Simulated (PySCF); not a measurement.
`N[C@@H]1[C@H]2C[C@@H]12`: 4 charge schemes on one density

C₄H₇N.
Geometry (PBE0-D3(BJ)/def2-SVP, Å), atoms numbered from 1 in this order:
```
atom  x, y, z in Å
N1     1.8750    0.0227   -0.5642
C2     0.7087    0.2753    0.2144
C3    -0.2921   -0.8155    0.3597
C4    -1.4746   -0.0013    0.7556
C5    -0.6532    0.4063   -0.4155
H6     1.6474   -0.4990   -1.4083
H7     2.3099    0.8947   -0.8552
H8     0.9268    0.8963    1.0991
H9    -0.2277   -1.8601    0.0563
H10   -2.4573   -0.4343    0.5417
H11   -1.4375    0.5944    1.6811
H12   -0.9253    0.5204   -1.4647
```

Density: PBE0/pcSseg-1 (PySCF); schemes: Mulliken, IAO, Hirshfeld and ESP-fitted. One conformer (not necessarily the lowest) at the PBE0-D3(BJ)/def2-SVP geometry, without solvent, vibrations or thermal averaging.

At which atom do the 4 schemes differ most?

At N1: from -0.884 (ESP-fitted) to -0.232 e (Hirshfeld), 0.652 e apart.

Do the Mulliken, IAO, Hirshfeld and ESP-fitted schemes agree on where the charge is lowest?

All schemes agree: Mulliken N1 (-0.406); IAO N1 (-0.556); Hirshfeld N1 (-0.232); ESP-fitted N1 (-0.884).

Give the atomic charges in each scheme.

In e:

```tsv
atom	environment	Mulliken	IAO	Hirshfeld	ESP-fitted
N1	primary amine nitrogen	-0.406	-0.556	-0.232	-0.884
C2	sp3 carbon bound to nitrogen	-0.017	+0.001	+0.010	+0.127
C3	sp3 carbon at a ring junction	-0.159	-0.170	-0.069	-0.170
C4	three-membered-ring carbon	-0.158	-0.267	-0.082	-0.432
C5	sp3 carbon at a ring junction	-0.169	-0.199	-0.082	-0.234
H6	N–H hydrogen	+0.164	+0.241	+0.111	+0.371
H7	N–H hydrogen	+0.178	+0.252	+0.116	+0.360
H8	methine hydrogen	+0.117	+0.128	+0.038	+0.138
H9	methine hydrogen	+0.103	+0.152	+0.055	+0.185
H10	methylene hydrogen	+0.126	+0.144	+0.049	+0.215
H11	methylene hydrogen	+0.123	+0.127	+0.036	+0.150
H12	methine hydrogen	+0.098	+0.147	+0.049	+0.173
```

Mean size of the charges over all atoms: ESP-fitted 0.287 e, IAO 0.199 e, Mulliken 0.152 e, Hirshfeld 0.077 e. Each set sums to the total charge, 0, to within 0.001 e. The IAO scheme counts the electrons in orthogonalised intrinsic atomic orbitals, a minimal basis polarised so that it spans the occupied orbitals exactly. The Mulliken scheme gives each basis function's population to the atom it is centred on and halves the overlap population of two atoms between them.

Sum the charges by element, for elements with more than one atom.

```
element  atoms  Mulliken     IAO  Hirshfeld  ESP-fitted
      C      4    -0.503  -0.634     -0.222      -0.709
      H      7    +0.909  +1.191     +0.454      +1.593
```

How closely do the schemes follow one another over all atoms?

Correlation coefficient and root-mean-square difference: Mulliken with IAO 0.99, 0.066 e; IAO with Hirshfeld 0.99, 0.142 e; IAO with ESP-fitted 0.99, 0.125 e; Hirshfeld with ESP-fitted 0.98, 0.259 e; Mulliken with Hirshfeld 0.98, 0.084 e; Mulliken with ESP-fitted 0.97, 0.189 e.
